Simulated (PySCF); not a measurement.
PySCF input (PW6B95/def2-TZVPD):

```python
from pyscf import gto, scf, dft

mol = gto.M(
    atom='''
    Cl   -0.00000000   -0.00000000   -0.50551697
    O     0.00000000    0.00000000    1.07422357
    ''',
    basis='def2-tzvpd',
    charge=0,
    spin=1,
    symmetry='C2v',
    verbose=4,
)

mf = dft.UKS(mol, xc='pw6b95').density_fit(auxbasis='def2-universal-jkfit')
mf.grids.level = 3
mf.conv_tol = 1e-9
mf.max_cycle = 100
mf.max_memory = 1500
mf.kernel()
if not mf.converged:
    mf = mf.newton()
    mf.kernel(mf.make_rdm1())
mf.analyze()
```

End of the output:

```
Extra cycle  E= -535.788205123838  delta_E= 3.08e-11  |g|= 1.19e-05  |ddm|= 1.05e-05
converged SCF energy = -535.788205123838  <S^2> = 0.75557086  2S+1 = 2.0055631
**** SCF Summaries ****
Total Energy =                        -535.788205123837770
Nuclear Repulsion Energy =              45.556911950313058
One-electron Energy =                 -828.901235018310899
Two-electron Energy =                  247.556117944160064
Two-electron Coulomb Energy =          284.770172849829009
DFT Exchange-Correlation Energy =      -37.214054905668959
HOMO-LUMO gap [eV] =                     3.572457945692303
Wave-function symmetry = B2
alpha occupancy for each irrep:     A1   A2   B1   B2
                                     7    0    3    3
beta  occupancy for each irrep:     A1   A2   B1   B2
                                     7    0    3    2
**** MO energy ****
alpha MO #1 (A1 #1), energy= -102.023453114343 occ= 1
alpha MO #2 (A1 #2), energy= -19.4004216315807 occ= 1
alpha MO #3 (A1 #3), energy= -9.65737667495431 occ= 1
alpha MO #4 (A1 #4), energy= -7.39158959915202 occ= 1
alpha MO #5 (B2 #1), energy= -7.38753591545304 occ= 1
alpha MO #6 (B1 #1), energy= -7.37941773787328 occ= 1
alpha MO #7 (A1 #5), energy= -1.13237117889659 occ= 1
alpha MO #8 (A1 #6), energy= -0.825714634875098 occ= 1
alpha MO #9 (A1 #7), energy= -0.513406766687865 occ= 1
alpha MO #10 (B2 #2), energy= -0.509447850292919 occ= 1
alpha MO #11 (B1 #2), energy= -0.472583373942696 occ= 1
alpha MO #12 (B2 #3), energy= -0.351061719827767 occ= 1
alpha MO #13 (B1 #3), energy= -0.314623651506494 occ= 1
alpha MO #14 (A1 #8), energy= -0.0510784763307726 occ= 0
alpha MO #15 (A1 #9), energy= 0.0397167517342393 occ= 0
alpha MO #16 (B2 #4), energy= 0.0497247896976702 occ= 0
alpha MO #17 (B1 #4), energy= 0.0520165790000124 occ= 0
alpha MO #18 (A1 #10), energy= 0.0639333412694386 occ= 0
alpha MO #19 (A1 #11), energy= 0.109847846823769 occ= 0
alpha MO #20 (B2 #5), energy= 0.117934081334411 occ= 0
alpha MO #21 (B1 #5), energy= 0.121539718593977 occ= 0
alpha MO #22 (A2 #1), energy= 0.16250742817264 occ= 0
alpha MO #23 (A1 #12), energy= 0.162698043487197 occ= 0
alpha MO #24 (A1 #13), energy= 0.234397957944687 occ= 0
alpha MO #25 (B2 #6), energy= 0.235289352993462 occ= 0
alpha MO #26 (B1 #6), energy= 0.243274540783279 occ= 0
alpha MO #27 (A1 #14), energy= 0.291127031410078 occ= 0
alpha MO #28 (A1 #15), energy= 0.418449588025028 occ= 0
alpha MO #29 (A2 #2), energy= 0.427409472633895 occ= 0
alpha MO #30 (A1 #16), energy= 0.428553860461538 occ= 0
alpha MO #31 (B2 #7), energy= 0.446721565779134 occ= 0
alpha MO #32 (B1 #7), energy= 0.457020932466092 occ= 0
alpha MO #33 (B2 #8), energy= 0.47523437777958 occ= 0
alpha MO #34 (B1 #8), energy= 0.482944438924946 occ= 0
alpha MO #35 (A1 #17), energy= 0.542962786604917 occ= 0
alpha MO #36 (A2 #3), energy= 0.543066816812068 occ= 0
alpha MO #37 (B2 #9), energy= 0.570825603803364 occ= 0
alpha MO #38 (B1 #9), energy= 0.586189321001466 occ= 0
alpha MO #39 (A1 #18), energy= 0.630296691085704 occ= 0
alpha MO #40 (A1 #19), energy= 0.688304806137346 occ= 0
alpha MO #41 (A1 #20), energy= 0.773597695153569 occ= 0
alpha MO #42 (B2 #10), energy= 0.786062411872338 occ= 0
alpha MO #43 (B1 #10), energy= 0.800495165461301 occ= 0
alpha MO #44 (A1 #21), energy= 0.843602804617966 occ= 0
alpha MO #45 (A1 #22), energy= 1.18556953806927 occ= 0
alpha MO #46 (B2 #11), energy= 1.62541629658057 occ= 0
alpha MO #47 (A1 #23), energy= 1.63617783835876 occ= 0
alpha MO #48 (A2 #4), energy= 1.63619199769256 occ= 0
alpha MO #49 (B1 #11), energy= 1.64942027649611 occ= 0
alpha MO #50 (A1 #24), energy= 1.84881076544828 occ= 0
alpha MO #51 (A2 #5), energy= 1.85724375255281 occ= 0
alpha MO #52 (A1 #25), energy= 1.86002236412986 occ= 0
alpha MO #53 (B2 #12), energy= 1.88824026389438 occ= 0
alpha MO #54 (B1 #12), energy= 1.90034389624557 occ= 0
alpha MO #55 (B2 #13), energy= 2.02147545397602 occ= 0
alpha MO #56 (B1 #13), energy= 2.02148392674279 occ= 0
alpha MO #57 (A1 #26), energy= 2.07549061690366 occ= 0
alpha MO #58 (A2 #6), energy= 2.07576486288971 occ= 0
alpha MO #59 (A1 #27), energy= 2.16295463568417 occ= 0
alpha MO #60 (B2 #14), energy= 2.21346201090773 occ= 0
alpha MO #61 (B1 #14), energy= 2.22986556271812 occ= 0
alpha MO #62 (A1 #28), energy= 2.34179177325495 occ= 0
alpha MO #63 (B2 #15), energy= 2.40742722674448 occ= 0
alpha MO #64 (B1 #15), energy= 2.43356286802903 occ= 0
alpha MO #65 (A1 #29), energy= 2.82333071311592 occ= 0
alpha MO #66 (B2 #16), energy= 2.84853239311706 occ= 0
alpha MO #67 (B1 #16), energy= 2.88530833960266 occ= 0
alpha MO #68 (A1 #30), energy= 3.03660093034706 occ= 0
alpha MO #69 (A1 #31), energy= 3.96005179384184 occ= 0
alpha MO #70 (B2 #17), energy= 5.06760949752899 occ= 0
alpha MO #71 (B1 #17), energy= 5.06765811787542 occ= 0
alpha MO #72 (A1 #32), energy= 5.10111804317088 occ= 0
alpha MO #73 (A2 #7), energy= 5.10173536656077 occ= 0
alpha MO #74 (B2 #18), energy= 5.34512938054954 occ= 0
alpha MO #75 (B1 #18), energy= 5.38037579084444 occ= 0
alpha MO #76 (A1 #33), energy= 5.49026140833733 occ= 0
alpha MO #77 (A1 #34), energy= 6.28297307585537 occ= 0
alpha MO #78 (A2 #8), energy= 6.28320624882472 occ= 0
alpha MO #79 (B2 #19), energy= 6.47227600545054 occ= 0
alpha MO #80 (B1 #19), energy= 6.51429005317014 occ= 0
alpha MO #81 (A1 #35), energy= 6.90133385161477 occ= 0
alpha MO #82 (B2 #20), energy= 10.678707535942 occ= 0
alpha MO #83 (B1 #20), energy= 10.6912809846261 occ= 0
alpha MO #84 (A1 #36), energy= 11.1120946396754 occ= 0
alpha MO #85 (A1 #37), energy= 25.1959791589052 occ= 0
alpha MO #86 (A1 #38), energy= 43.4711798389667 occ= 0
beta  MO #1 (A1 #1), energy= -102.021061038952 occ= 1
beta  MO #2 (A1 #2), energy= -19.3804315596556 occ= 1
beta  MO #3 (A1 #3), energy= -9.65538347500081 occ= 1
beta  MO #4 (A1 #4), energy= -7.39093942342575 occ= 1
beta  MO #5 (B2 #1), energy= -7.37935850415003 occ= 1
beta  MO #6 (B1 #1), energy= -7.37815918670083 occ= 1
beta  MO #7 (A1 #5), energy= -1.09403463886498 occ= 1
beta  MO #8 (A1 #6), energy= -0.791969197798558 occ= 1
beta  MO #9 (A1 #7), energy= -0.493213285851361 occ= 1
beta  MO #10 (B1 #2), energy= -0.461360599986632 occ= 1
beta  MO #11 (B2 #2), energy= -0.430425986465794 occ= 1
beta  MO #12 (B1 #3), energy= -0.299669827339319 occ= 1
beta  MO #13 (B2 #3), energy= -0.168384418243781 occ= 0
beta  MO #14 (A1 #8), energy= -0.0390584285805105 occ= 0
beta  MO #15 (A1 #9), energy= 0.0417753601536224 occ= 0
beta  MO #16 (B1 #4), energy= 0.0520636855304417 occ= 0
[...]
```
